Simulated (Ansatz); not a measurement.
# CH4Si (triplet): from Hartree-Fock to the top rungs at a displaced geometry (v1), cc-pVDZ

How much of the correlation energy of CH4Si (triplet) does each wave-function method recover here?

Method: cc-pVDZ, core rule «outside noble gas», up to 6 orbitals frozen; program: Ansatz 0.2.0, Gaussian basis.

Plan: UHF; CCSD(T) on ROHF; CCSD(T) on UHF; BCCD(T) on ROHF; CISD as a restricted active space (open shells left free, so some higher excitations enter); CCSDT(Q) on ROHF; CCSDT(Q) on UHF.

17 further runs of the same task are left out: 4 that didn't finish, 13 set aside as unsound or not needed. Runs told in other sessions of the task aren't counted.

## (1) What is computed

The geometry is a PBE0/def2-TZVP stationary point (not a proven minimum) with its atoms shifted at random (size 0.040 Å).

6 atoms, charge 0, spin multiplicity 3.

Atoms are counted from 1 here; the program's logs count them from 0.

Bond lengths: Si1–C2 1.894 Å, Si1–H3 1.499 Å, C2–H4 1.101 Å, C2–H5 1.045 Å, C2–H6 1.128 Å. Angles: C2–Si1–H3 116.9°, Si1–C2–H4 110.8°, Si1–C2–H5 115.2°, Si1–C2–H6 111.2°, H4–C2–H5 110.2°, H4–C2–H6 104.3°, H5–C2–H6 104.5°.

## (2) UHF

Contents of in.yaml:

```yaml
crystal:
  periodic: [false, false, false]
  atoms:
    - {symbol: Si, position_ang: [0.003444, -0.082090, 0.653889]}
    - {symbol: C, position_ang: [0.002611, 0.067356, -1.234481]}
    - {symbol: H, position_ang: [0.050575, 1.196278, 1.434539]}
    - {symbol: H, position_ang: [-0.052202, -0.926443, -1.706048]}
    - {symbol: H, position_ang: [0.796229, 0.613967, -1.637817]}
    - {symbol: H, position_ang: [-0.921691, 0.600948, -1.600634]}
basis:
  gaussian: {orbitals: cc-pVDZ}
magnetization: {spin_polarized: true, initial_magnetization: 2}
hamiltonian: {xc: hf}
output: {orbitals: {seedname: orbitals}}
```

Started as:

```
ansatz run in.yaml --threads 1 --pin off --events-out ev --progress --plain --max-ram 2393MiB
```

After this run come: CCSD(T) on ROHF; CCSD(T) on UHF; BCCD(T) on ROHF; CISD as a restricted active space (open shells left free, so some higher excitations enter); CCSDT(Q) on ROHF; CCSDT(Q) on UHF.

**Question.** What will the summary of the whole plan be? Wanted: UCCSDT(Q) from the RHF energy; RMP2 from UCCSDT(Q); UMP2 from UCCSDT(Q); RCCSD from UCCSDT(Q); RCCSD(T) from UCCSDT(Q); UCCSD(T) from UCCSDT(Q); RCCSDT(Q) from UCCSDT(Q); T1 diagnostic.

**Answer**, as computed:

| quantity | value |
| --- | --- |
| UCCSDT(Q) from the ROHF energy | -7.0449 eV |
| RMP2 from UCCSDT(Q) | +110.3 kJ/mol |
| UMP2 from UCCSDT(Q) | +109.9 kJ/mol |
| RCCSD from UCCSDT(Q) | +20.6 kJ/mol |
| RCCSD(T) from UCCSDT(Q) | +3.2 kJ/mol |
| UCCSD(T) from UCCSDT(Q) | +3.2 kJ/mol |
| RCCSDT(Q) from UCCSDT(Q) | +0.1 kJ/mol |
| levels within 1 kcal/mol (43 meV) | RCCSD(T), UCCSD(T), BCCD(T), RCCSDT, UCCSDT, RCCSDT(Q) |
| T1 diagnostic | 0.016 |

**Reading.** RCCSD(T) misses by +3.2 kJ/mol, 0.5 % of the correlation energy. These misses are within one basis, not against nature; the frozen cores of restricted and unrestricted runs differ, which can shift their rows.

With open shells the CI space here admits some higher excitations, so it is larger than plain CISD.
